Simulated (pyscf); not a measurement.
PySCF, gas phase, ωB97X-D3(BJ)/def2-SVP geometries.

For the elementary gas-phase step F–GeH₂• + ammonia (NH₃) → H₂N–GeH₂–F + H atom (H•) (doublet surface; H–N broken, Ge–N formed), what barrier and reaction energy does ωB97M-D3(BJ)/def2-TZVP give, measured from the separated reactants?

ΔE‡ = 136.4 kJ/mol, ΔE = +79.6 kJ/mol. Zero-point energy shifts the barrier by -9.9 kJ/mol. It is a substitution at N, with an imaginary mode of 1636i cm⁻¹. On the reactant side the descent ends in a complex, 29.1 kJ/mol under the separated species and 158.9 kJ/mol under the saddle at ωB97X-D3(BJ)/def2-TZVP. This is the saddle that the search found; another between the same sides may lie lower. The angle at the attacked N is 137°. Elements up to Kr have no core potential and no relativistic terms here.
